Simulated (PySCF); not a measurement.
**C₃: calculation against measurement**

Isolated C₃, optimised in PySCF with density fitting and no spin–orbit coupling; def2 sets carry scalar-relativistic core potentials from Rb on. It is a singlet of D∞h symmetry: PBE0/def2-TZVP C–C 1.288 Å (×2).

**Question.** The tabulated gas-phase entropy at 298.15 K and 1 bar is 237.27 J/(mol K) (Chase, 1998, NIST Chemistry WebBook). What do rigid-rotor harmonic-oscillator sums give?

**Answer.** PBE0/def2-TZVP 239.2 J/(mol K).

**Question.** ΔfH°(298 K) is 820.06 kJ/mol (Chase, 1998, NIST Chemistry WebBook), and for the gaseous atoms C 716.9 kJ/mol (tabulated in the package mendeleev). Compare the atomisation enthalpy with the calculations.

**Answer.** From the tables it is 3 × 716.9 − (820.1) = 1331 kJ/mol. To a computed De one adds −ZPE (-21.4), the atoms' spin–orbit lowering from NIST levels (-1.0) and the thermal terms (6.9), all taken at PBE0/def2-TZVP.
```json
{"level": "PBE0/def2-TZVP", "De (kJ/mol)": "1351", "ΔatH°(298 K)": "1335", "computed − tabulated": "5"}
```
